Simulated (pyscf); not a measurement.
H₂N–InH–F + hydrogen (H₂) -> H₂N–InH₂ + hydrogen fluoride (HF), a four-centre exchange (singlet surface; F–In, H–H broken, H–In, F–H formed). Structures and frequencies: ωB97X-D3(BJ)/def2-SVP in PySCF. Energies in kcal/mol from the separated reactants.

Small-basis levels: PySCF, no dispersion term, spherical d functions. AM1 to PM7: differences of heats of formation from MOPAC, which are fitted to 298 K values and so differ in kind from electronic energies by zero-point and thermal terms. GFN2-xTB: tblite. Cost: rough CPU time at the saddle relative to B3LYP/6-31G*+LANL2DZ, from one job on a shared machine.

```
level                   barrier  reaction energy        cost
----------------------  -------  ---------------  ----------
HF/6-31G*+LANL2DZ          36.2            +22.4         0.1
MP2/6-31G*+LANL2DZ         32.9            +32.1         0.2
PBE/6-31G*+LANL2DZ         20.0            +28.0           1
B3LYP/6-31G*+LANL2DZ        ___            +28.7           1
M06-2X/6-31G*+LANL2DZ      24.8            +25.5           2
PBE/def2-SVP               11.2            +13.9           2
GFN2-xTB                   21.4            +27.8  under 0.02
PM3                        57.0             +8.8  under 0.02
PM6                         ___            +56.3  under 0.02
ωB97M-D3(BJ)/def2-TZVP      ___            +12.3           –
```

Question: What belongs in the gaps?

Answer: 
- B3LYP/6-31G*+LANL2DZ, barrier: 25.3
- PM6, barrier: 54.9
- ωB97M-D3(BJ)/def2-TZVP, barrier: 20.2

Against the last row the barrier runs from -9.0 (PBE/def2-SVP) to +36.8 kcal/mol (PM3). At PBE/6-31G*+LANL2DZ, B3LYP/6-31G*+LANL2DZ, M06-2X/6-31G*+LANL2DZ, PBE/def2-SVP, GFN2-xTB, PM6 this geometry lies under one side, so the entry may be no barrier of that level: it is a single point on another level's saddle. ωB97M-D3(BJ)/def2-TZVP has limits of its own. On the product side the descent ends in a complex, 5.3 kcal/mol under the separated species and 11.5 kcal/mol under the saddle at ωB97X-D3(BJ)/def2-TZVP. At the saddle there is also a short H–In contact that neither side keeps. This is the saddle that the search found; another between the same sides may lie lower. In the def2 sets elements past Kr carry core potentials, without spin-orbit coupling.
